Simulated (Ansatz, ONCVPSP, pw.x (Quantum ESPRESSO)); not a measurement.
**iron (Fe) (bcc): variants of one ONCV potential in the solid**

| Item | Value |
| --- | --- |
| Element | iron |
| Generator | ONCVPSP 4.0.1.1 (patched build) |
| Type | optimised norm-conserving Vanderbilt (ONCV) |
| Functional | PBE |
| Relativity | scalar-relativistic |
| Frozen core | [Ar] |
| Valence charge | 8 |
| Reference configuration | 3d6 4s2 |
| Partial waves | 4s: rc 2.30 bohr, ncon 4, nbas 8, qcut 2.3 1/bohr, 3 projectors, debl 1.3 Ha; p scattering state at 0.16 Ha: rc 2.50 bohr, ncon 3, nbas 6, qcut 3.5 1/bohr, 2 projectors, debl 3.5 Ha; 3d: rc 1.30 bohr, ncon 4, nbas 9, qcut 11.3 1/bohr, 2 projectors, debl 3.1 Ha |
| Local potential | polynomial inside 0.95 bohr (lpopt 5, dvloc0 0 Ha) |
| Core correction | polynomial model core, fcfact 0.7 |

In the p channel the program set the typed energies aside and used 0.050, 3.550 Ha.

Crystal test: bcc Fe in pw.x 7.5, no spin, 17³ k-points, Fermi–Dirac smearing 0.01 Ry, cutoffs set for each file from its atomic test. The reference is all-electron LAPW (Ansatz 0.2.0) with the same functional, mesh and smearing; V0 and B0 come from Birch–Murnaghan fits to the pressures at five volumes. Errors are pseudo minus all-electron; Δ is the rms difference of the E(V) curves that follow from these fits, minima aligned, over ±6 % about the mean V0. Mesh and smearing are coarse, so the numbers serve the comparison and aren't converged zero-temperature values; the lattice is a test structure that the element need not adopt. Spin polarisation and strong correlation are left out, which matters for this element.

All-electron: a0 = 2.765 Å (V0 = 10.56 Å³/atom), B0 = 260.5 GPa.

Base: The largest radius (2.50 bohr) exceeds half the bond length (2.26 bohr), so the spheres overlap, which is one possible source of error among others. The generator flags a localised state at positive energy (s at 1 eV). Atomic configuration tests: 2 of 4 tests not solved or not reliable.

| change | cutoffs (Ry) | pw.x | a0 (Å) | a0 error (%) | B0 error (%) | Δ (meV/atom) | mean pressure error (GPa) |
| --- | --- | --- | --- | --- | --- | --- | --- |
| base | 135/540 | converged; energies reset by the program | 2.755 | -0.33 | +0.2 | 6.1 | -2.63 |
| local potential polynomial inside 0.95 bohr (lpopt 5, dvloc0 -2 Ha) | 135/540 | failed after 3 of 5 volumes: no self-consistency to 1e-9 Ry within 70 iterations | – | – | – | – | – |
| local potential polynomial inside 0.95 bohr (lpopt 5, dvloc0 1 Ha) | 135/540 | converged; energies reset by the program | 2.755 | -0.33 | +0.2 | 6.0 | -2.58 |
| local potential polynomial inside 0.95 bohr (lpopt 5, dvloc0 5.5 Ha) | 135/540 | converged; energies reset by the program | 2.756 | -0.31 | +0.2 | 5.7 | -2.45 |
| local potential polynomial inside 0.95 bohr (lpopt 5, dvloc0 9 Ha) | 135/540 | converged; energies reset by the program | 2.756 | -0.30 | +0.1 | 5.5 | -2.39 |

(1) Give the row for: local potential polynomial inside 0.95 bohr (lpopt 5, dvloc0 4 Ha).

## Answers

(1) pw.x: converged; energies reset by the program; mean pressure error (GPa): -2.49; a0 (Å): 2.756; a0 error (%): -0.32; B0 error (%): +0.2; Δ (meV/atom): 5.7.
